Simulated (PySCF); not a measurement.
An unknown is described by computed data only.

Formula: C4H7N.

- UV, first state: lowest singlet excitation: 7.87 eV (158 nm, f = 0.001) [TDDFT PBE0/def2-SVPD]
- Polarisability: 51.8 au [PBE0/def2-SVPD]
- Triplet: lowest triplet excitation (Tamm–Dancoff): 6.48 eV [TDA PBE0/def2-SVPD]
- UV, strongest line: among the 8 lowest singlet transitions: S4 at 8.71 eV (142 nm, f = 0.036) [TDDFT PBE0/def2-SVPD]
- Rotational structure: rotational constants A, B, C: 7.997, 4.082, 2.976 GHz [GFN2-xTB]
- XPS: C1s 291.2 (×2), C1s 292.1, C1s 292.3, N1s 404.9 eV [ΔSCF SCAN, pcX-2 on the ionised atom, pcseg-1 elsewhere, spin-free X2C]

The electronic properties come from PySCF, for the isolated species, density fitting. Levels stand in brackets. Isolated species at its GFN2-xTB geometry, gas phase.

Task: What is the compound? Reason from the data.

Result: Numbering: `[CH3:1][CH:2]([CH3:3])[C:4]#[N:5]`. Its formula, C4H7N, gives 2 degrees of unsaturation: 0 rings and 2 π bonds in the structure found. The core levels belong to: C1s 291.2 eV, methyl carbon [C1/C3]; C1s 292.1 eV, nitrile carbon [C4]; C1s 292.3 eV, sp3 carbon next to a nitrile [C2]; N1s 404.9 eV, nitrile nitrogen [N5]. The optimised geometry has point group Cs and is an asymmetric top. Structure: `CC(C)C#N` (isobutyronitrile). Computed isomers that give other values at the same levels: `CCCC#N` (rotational constant A: 10.244 GHz; this holds for the one conformer computed); `[H]/N=C\CC=C` (lowest singlet excitation: 5.04 eV (246 nm, f = 0.011)); `C1=NCCC1` (smallest rotational constant: 4.130 GHz; this holds for the one conformer computed). The assignments are read from this structure; whether some other isomer fits the data as well wasn't checked.
